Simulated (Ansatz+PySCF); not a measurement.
Two shapes of singlet CH3O(-).

Shape 1:

```xyz
5

C     0.0000    0.0000   -0.5080
O     0.0000    0.0000    0.7814
H     0.0000   -1.0305   -1.0677
H    -0.8925    0.5153   -1.0677
H     0.8925    0.5153   -1.0677
```

Shape 2:

```xyz
5

C     0.0000    0.0000   -0.5486
O     0.0000    0.0000    0.8439
H     0.0000   -1.1130   -1.1531
H    -0.9639    0.5565   -1.1531
H     0.9639    0.5565   -1.1531
```

Basis set: def2-SVP (spherical functions). Correlated methods keep 2 orbitals frozen. Charge -1, multiplicity 1.

Computed with Ansatz (development build ahead of 0.2.0); each method stands on the lowest determinant of its kind that the runs found.

Question: Which shape is lower in energy, and by how much in each method?

Answer:

```
     method  E(2) − E(1) (eV)
        UHF             0.799
    RHF-MP2             0.596
    UHF-MP2             0.596
   UHF-CCSD             0.576
UHF-CCSD(T)             0.531
```

Shape 1 is lower. Caution: no diffuse functions for an anion.
